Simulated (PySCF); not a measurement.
## C₄H₇ClO: full NMR table

- Formula: C4H7ClO
- SMILES: CCCC(=O)Cl
- InChI: InChI=1S/C4H7ClO/c1-2-3-4(5)6/h2-3H2,1H3
- Point group of the computed structure: C1
- Degrees of unsaturation: 1
- Carbon signals: 4
- Proton signals: 3

Molfile (atoms numbered from 1):
```
C4H7ClO
     RDKit          3D

 13 12  0  0  0  0  0  0  0  0999 V2000
    1.8241    0.0795    0.0461 C   0  0  0  0  0  0  0  0  0  0  0  0
    0.4597   -0.4205   -0.3941 C   0  0  0  0  0  0  0  0  0  0  0  0
   -0.6622    0.2915    0.3385 C   0  0  0  0  0  0  0  0  0  0  0  0
   -2.0249   -0.1247   -0.1175 C   0  0  0  0  0  0  0  0  0  0  0  0
   -2.3013   -0.8557   -1.0008 O   0  0  0  0  0  0  0  0  0  0  0  0
   -3.3200    0.6464    0.8577 Cl  0  0  0  0  0  0  0  0  0  0  0  0
    1.9429    1.1457   -0.1649 H   0  0  0  0  0  0  0  0  0  0  0  0
    1.9736   -0.0638    1.1197 H   0  0  0  0  0  0  0  0  0  0  0  0
    2.6231   -0.4523   -0.4734 H   0  0  0  0  0  0  0  0  0  0  0  0
    0.3318   -0.2797   -1.4703 H   0  0  0  0  0  0  0  0  0  0  0  0
    0.3766   -1.4966   -0.2189 H   0  0  0  0  0  0  0  0  0  0  0  0
   -0.6047    1.3780    0.2043 H   0  0  0  0  0  0  0  0  0  0  0  0
   -0.6125    0.1327    1.4202 H   0  0  0  0  0  0  0  0  0  0  0  0
  1  2  1  0
  2  3  1  0
  3  4  1  0
  4  5  2  0
  4  6  1  0
  1  7  1  0
  1  8  1  0
  1  9  1  0
  2 10  1  0
  2 11  1  0
  3 12  1  0
  3 13  1  0
M  END
```

PySCF 2.14.0 with density-fitted response routines calculation with NMR shieldings at B97-2/pcSseg-2/GIAO and geometry from PBE0-D3(BJ)/def2-TZVP; one computed conformer, averaged over atoms made equivalent by symmetry, fast rotation or ring inversion, gas phase, non-relativistic Hamiltonian.

Scale: $^{1}$H (σref 31.64) and $^{13}$C (σref 185.38) vs TMS; $^{17}$O (σref 327.66) against H2O (reference shieldings calculated alike).

| carbon | δC, type | δH (multiplicity) | HMBC from (2–3 bonds) | span of the C tensor (ppm) |
| --- | --- | --- | --- | --- |
| C1 | 15.6, CH3 | 0.91 (t) | H12/H13, H10/H11 | 26 |
| C2 | 22.8, CH2 | 1.65 (m) | H12/H13, H7/H8/H9 | 17 |
| C3 | 53.5, CH2 | 2.88 (t) | H10/H11, H7/H8/H9 | 80 |
| C4 | 187.4, C | – | H12/H13, H10/H11 | 173 |

Other nuclei:
```
atoms   nucleus      environment  δ (ppm)  σ (ppm)
   O5  $^{17}$O  carbonyl oxygen    559.9   -232.3
```

- Carbon types of the structure: 1 × C, 2 × CH2, 1 × CH3, which accounts for all hydrogens.
- δC 187.4: carbonyl carbon.
- δC 53.5: sp3 CH2 α to a carbonyl; the adjacent C=O deshields it moderately.
- δC 22.8: sp3 CH2; a saturated carbon with 2 carbon neighbours and no heteroatom attached.
- δC 15.6: methyl carbon; a saturated carbon with 1 carbon neighbour and no heteroatom attached.
- δH 0.91: hydrogen on a methyl carbon; far from electronegative atoms and π systems.

Carbons that carry Cl, above all several Cl atoms, come out too deshielded, partly because spin–orbit coupling is missing. Shifts are as computed. Against solution values, carbons near 30 ppm lie about +3 ppm off and those near 130 ppm about +7 ppm; carbons on Cl a further +5 ppm. Of 1211 compounds with measured shifts, 218 miss one by over three times the rms of a fit or turn the order of signals round; such compounds aren't used in these exercises. Unscaled 17O shifts of doubly bonded oxygen tend to come out too high, by tens of ppm or more. Experimental scales use liquid or dissolved standards, which lie at an offset from isolated H2O (liquid H2O: subtract about 36 ppm). No couplings were computed; multiplicities are counted from neighbouring protons, with m where these are inequivalent, close in shift, in a saturated or five-membered ring or joined by F or P, and br s for small geminal =CH2 splittings.
